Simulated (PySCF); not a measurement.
# Assigning NMR signals

Molfile (atoms numbered from 1):
```
C6H12
     RDKit          3D

 18 18  0  0  0  0  0  0  0  0999 V2000
    2.2325    0.4038    0.6340 C   0  0  0  0  0  0  0  0  0  0  0  0
    0.7323    0.4152    0.4424 C   0  0  1  0  0  0  0  0  0  0  0  0
    0.1601    0.5371   -0.9864 C   0  0  0  0  0  0  0  0  0  0  0  0
   -0.9211   -0.5067   -0.6213 C   0  0  2  0  0  0  0  0  0  0  0  0
   -2.2681    0.0907   -0.2599 C   0  0  0  0  0  0  0  0  0  0  0  0
   -0.0534   -0.9049    0.5956 C   0  0  0  0  0  0  0  0  0  0  0  0
    2.7042   -0.3660    0.0010 H   0  0  0  0  0  0  0  0  0  0  0  0
    2.5032    0.1877    1.6800 H   0  0  0  0  0  0  0  0  0  0  0  0
    2.6796    1.3750    0.3674 H   0  0  0  0  0  0  0  0  0  0  0  0
    0.2861    1.1899    1.0884 H   0  0  0  0  0  0  0  0  0  0  0  0
   -0.1869    1.5292   -1.3175 H   0  0  0  0  0  0  0  0  0  0  0  0
    0.8690    0.1508   -1.7362 H   0  0  0  0  0  0  0  0  0  0  0  0
   -1.0623   -1.3050   -1.3679 H   0  0  0  0  0  0  0  0  0  0  0  0
   -2.9416   -0.6711    0.1640 H   0  0  0  0  0  0  0  0  0  0  0  0
   -2.1643    0.8944    0.4876 H   0  0  0  0  0  0  0  0  0  0  0  0
   -2.7625    0.5229   -1.1444 H   0  0  0  0  0  0  0  0  0  0  0  0
    0.5832   -1.7776    0.3784 H   0  0  0  0  0  0  0  0  0  0  0  0
   -0.5738   -1.0852    1.5500 H   0  0  0  0  0  0  0  0  0  0  0  0
  1  2  1  0
  2  3  1  0
  3  4  1  0
  4  5  1  0
  4  6  1  0
  6  2  1  0
  1  7  1  0
  1  8  1  0
  1  9  1  0
  2 10  1  1
  3 11  1  0
  3 12  1  0
  4 13  1  6
  5 14  1  0
  5 15  1  0
  5 16  1  0
  6 17  1  0
  6 18  1  0
M  END
```

PySCF calculation with σ from GIAO-PBE0/pcSseg-1, geometry: PBE0-D3(BJ)/def2-SVP and B3LYP/pcJ-1 coupling constants (without the spin–dipole term); no relativistic terms, in vacuum, one computed conformer, averaged over atoms made equivalent by symmetry, fast rotation or ring inversion.

δ = σ(ref) − σ, references computed at the same level: $^{13}$C (σ = 184.41 ppm), $^{1}$H (σ = 31.27 ppm) vs TMS.

**Question.** Assign these signals to the numbered atoms. $^{13}$C{$^{1}$H} NMR (computed): δ 36.7 (CH2), 27.2 (CH), 23.0 (CH3).

**Answer.** 
| δ (ppm) | atoms | environment | reason |
| --- | --- | --- | --- |
| 36.7 | C3/C6 | sp3 CH2 in a ring | saturated and bonded to C and H only |
| 27.2 | C2/C4 | sp3 CH in a ring | saturated and bonded to C and H only |
| 23.0 | C1/C5 | methyl carbon | aliphatic region, no heteroatom directly attached |

**Question.** Assign these signals to the numbered atoms. $^{1}$H NMR (500 MHz, computed): δ 2.12 (m, 2H), 1.57 (m, 4H), 1.07 (m, 6H).

**Answer.** 
| δ (ppm) | atoms | environment | reason |
| --- | --- | --- | --- |
| 2.12 | H10/H13 | hydrogen on an sp3 CH in a ring | – |
| 1.57 | H11/H12/H17/H18 | hydrogen on an sp3 CH2 in a ring | far from electronegative atoms and π systems |
| 1.07 | H7/H8/H9/H14/H15/H16 | hydrogen on a methyl carbon | far from electronegative atoms and π systems |

Multiplet labels drop couplings under 1 Hz and merge nearly equal ones. Couplings among chemically equivalent protons are left out too, so labels in AA′BB′ or AA′XX′ sets are apparent multiplicities. Unscaled 3J(H,H) at this level run about 10 % above measured values. Shifts are as computed. Against solution values, carbons near 30 ppm lie about +2 ppm off and those near 130 ppm about +5 ppm. Of 1211 compounds with measured shifts, 218 miss one by over three times the rms of a fit or turn the order of signals round; such compounds aren't used in these exercises. Only one conformer was computed, so three-bond couplings in flexible chains and rings are approximate.
